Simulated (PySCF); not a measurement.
Species: C₃H₂ClPS.
SMILES: `c1pcc(s1)Cl`

Computed with PySCF at B3LYP/def2-SVPD, non-relativistic, on one gas-phase PBE0-D3(BJ)/def2-SVP geometry that isn't relaxed in the solvent. The solvent is an IEF-PCM continuum (cavity from Bondi-type radii × 1.2), and excitations are vertical TDDFT with non-equilibrium linear response and a frozen core. Specific hydrogen bonds and non-electrostatic terms are outside this model.

Gas-phase singlets (H = HOMO, L = LUMO):

```json
{"state": "S1", "E (eV)": "4.687", "λ (nm)": "265", "f": "0.071", "leading configuration": "H→L 92%"}
{"state": "S2", "E (eV)": "4.986", "λ (nm)": "249", "f": "0.031", "leading configuration": "H-1→L 70%"}
{"state": "S3", "E (eV)": "5.142", "λ (nm)": "241", "f": "0.005", "leading configuration": "H-2→L 98%"}
{"state": "S4", "E (eV)": "5.356", "λ (nm)": "231", "f": "0.000", "leading configuration": "H→L+2 96%"}
{"state": "S5", "E (eV)": "5.777", "λ (nm)": "215", "f": "0.000", "leading configuration": "H→L+3 94%"}
```

Q: What are the lowest 5 singlets in benzene (ε = 2.271)?

A: 
| state | E (eV) | λ (nm) | f | leading configuration | change by rank (eV) |
| --- | --- | --- | --- | --- | --- |
| S1 | 4.619 | 268 | 0.107 | H→L 95% | -0.068 |
| S2 | 4.952 | 250 | 0.056 | H-1→L 76% | -0.034 |
| S3 | 5.133 | 242 | 0.007 | H-2→L 98% | -0.009 |
| S4 | 5.374 | 231 | 0.000 | H→L+2 96% | +0.018 |
| S5 | 5.780 | 214 | 0.001 | H→L+3 94% | +0.003 |

Q: The ground-state energy changes by -0.043 eV from gas to benzene. By how much does the total energy of gas-phase S1 change?

A: E(S1) = E(S0) + excitation energy, so it changes by -0.043 − 0.068 = -0.111 eV: it is lowered more than the ground state, which is what a red shift means. This is the vertical state, with the slow part of the continuum still set for S0.

Q: How do the frontier levels move from gas to benzene?

A: 
```json
{"orbital": "LUMO+2", "gas (eV)": "-0.36", "solvent (eV)": "-0.27", "change (eV)": "+0.09"}
{"orbital": "LUMO+1", "gas (eV)": "-0.53", "solvent (eV)": "-0.47", "change (eV)": "+0.06"}
{"orbital": "LUMO", "gas (eV)": "-1.84", "solvent (eV)": "-1.77", "change (eV)": "+0.07"}
{"orbital": "HOMO", "gas (eV)": "-6.80", "solvent (eV)": "-6.74", "change (eV)": "+0.06"}
{"orbital": "HOMO-1", "gas (eV)": "-7.54", "solvent (eV)": "-7.47", "change (eV)": "+0.07"}
{"orbital": "HOMO-2", "gas (eV)": "-8.01", "solvent (eV)": "-7.96", "change (eV)": "+0.05"}
{"orbital": "HOMO-3", "gas (eV)": "-9.20", "solvent (eV)": "-9.16", "change (eV)": "+0.04"}
```

The HOMO–LUMO gap goes from 4.96 to 4.97 eV.
